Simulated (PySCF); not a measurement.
# Working out the ionisation energy of N

N [He] 2s2 2p3 (4S) → N⁺ [He] 2s2 2p2 (3P). All numbers are calculated (PySCF 2.14, scalar relativity by spin-free X2C-1e, in x2c-QZVPPall (7s4p3d2f1g, 57 functions)). Frozen: nothing. Energies in hartree (1 hartree = 27.21139 eV):

```csv
part,N (lower),N⁺ (upper)
UHF,-54.433700,-53.923349
CCSD correlation,-0.141248,-0.119461
(T),-0.002957,-0.002022
```

Task: What does Hartree-Fock give?

Result: (-53.923349) − (-54.433700) = 0.510351 hartree = 13.887 eV.

Task: What do CCSD and CCSD(T) give?

Result: The CCSD correlation energies differ by 0.021787 hartree = 0.593 eV and the triples by 0.000935 hartree = 0.025 eV, so CCSD gives 14.480 eV and CCSD(T) 14.505 eV.

Measured between the centres of the two terms (NIST): 14.545 eV, so CCSD(T) (valence and next inner shell) is off by -0.040 eV.

What remains against the reference includes basis incompleteness and higher excitations.
